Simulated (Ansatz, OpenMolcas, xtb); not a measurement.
# AlO (SMILES [O]=[Al]): the vertical energy of the quartet above the doublet, rung by rung

The species is AlO (2 atoms), meant as a doublet with charge 0. SMILES: `[O]=[Al]`. The shape comes from GFN2-xTB, which is rough for such elements, and wasn't checked as a minimum.

```xyz
2

O     0.0000    0.0000    0.0000
Al    0.0000    0.0000    1.5700
```

Quantity: the vertical energy of the quartet above the doublet, in eV. The values are calculated.

| level | kind | program | value (eV) |
| --- | --- | --- | --- |
| GFN0-xTB | semi-empirical | xtb | 7.27 |
| GFN1-xTB | semi-empirical | xtb | 11.02 |
| ROHF/STO-3G | Hartree–Fock | OpenMolcas | 3.43 |
| UHF/STO-3G | Hartree–Fock | OpenMolcas | 3.52 |
| UHF/6-31G | Hartree–Fock | Ansatz | 2.36 |
| USVWN5/STO-3G | LDA | OpenMolcas | 6.22 |
| USVWN5/6-31G | LDA | Ansatz | 4.82 |
| UPBE/STO-3G | GGA | OpenMolcas | 5.87 |
| U-revPBE/6-31G | GGA | Ansatz | 4.38 |
| UBLYP/6-31G | GGA | Ansatz | 4.62 |

The values span 2.36 to 11.02 eV. Spin contamination of the reference (⟨S²⟩ at least 0.1 too high) touches UHF/6-31G. The xTB rows lack spin polarisation, so open shells miss the exchange term that lowers them. All rows use very small basis sets, so none should be taken for the real molecule's value.
